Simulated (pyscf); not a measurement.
Structures and frequencies: ωB97X-D3(BJ)/def2-SVP in PySCF.

Question: `[Cl][SiH]([Cl])[Cl]` + `[OH2]` → `[OH][Si]([Cl])([Cl])[Cl]` + `[H][H]`
Surface: singlet. Broken: H–Si, H–O. Formed: O–Si, H–H. Give ΔE‡ and ΔE from ωB97M-D3(BJ)/def2-TZVP, relative to the separated reactants.

Answer: ΔE‡ = 33.8 kcal/mol, ΔE = -21.3 kcal/mol. Zero-point energy shifts the barrier by -0.7 kcal/mol. It is a four-centre exchange, with an imaginary mode of 1431i cm⁻¹. On the reactant side the descent ends in a complex (not fully relaxed), 4.1 kcal/mol under the separated species and 38.2 kcal/mol under the saddle at ωB97X-D3(BJ)/def2-TZVP. This is the saddle that the search found; another between the same sides may lie lower.
